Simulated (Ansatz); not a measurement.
Task: Name a neutral molecule of C, F, O and H with LUMO energy (PBE0/def2-TZVPP) between -1.90 and -1.60 eV and ideal-gas entropy at 298 K and 1 bar (rigid rotor, harmonic PBE0-D4/def2-TZVP) between 285 and 301 J/(mol·K) (Ansatz, PBE0-D4/def2-TZVP geometry).

Result: `O=CC(O)F` (-1.82 eV, 300 J/(mol·K)). Other molecules can fit too; these were computed, each in one conformer that needn't be the lowest.
